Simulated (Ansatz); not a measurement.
For trigonal Te, PBE+SOC in Ansatz (PAW) gives:

equilibrium lattice constant a: 4.520 Å
c axis length: 5.988 Å

Task: What does r²SCAN0 in Ansatz (plane waves, PAW) give for the same quantities?

Result: 
- lattice constant a: 4.814 Å (increases by 6.5 %)
- lattice parameter c: 5.740 Å (drops by 4.1 %)

For comparison: lattice constant a 4.456 Å (measured, 293 K, no zero-point or thermal correction; as tabulated in Wikipedia's data pages); lattice parameter c 5.928 Å (measured, 293 K, not corrected to a static lattice; as tabulated in Wikipedia's data pages).

Changes are worked out from the printed values.

Unless a cell is named, each level is at its own relaxed cell (PBE+SOC 35.32, r²SCAN0 38.40 Å³/atom).

Caveats: the cell comes from a level without a dispersion term, which matters for the spacing of layers, chains or molecules (PBE+SOC, r²SCAN0). Ansatz's density-functional and Hartree–Fock values are scalar-relativistic unless marked +SOC, with PAW data made under PBE.

Ansatz is an electronic-structure program.
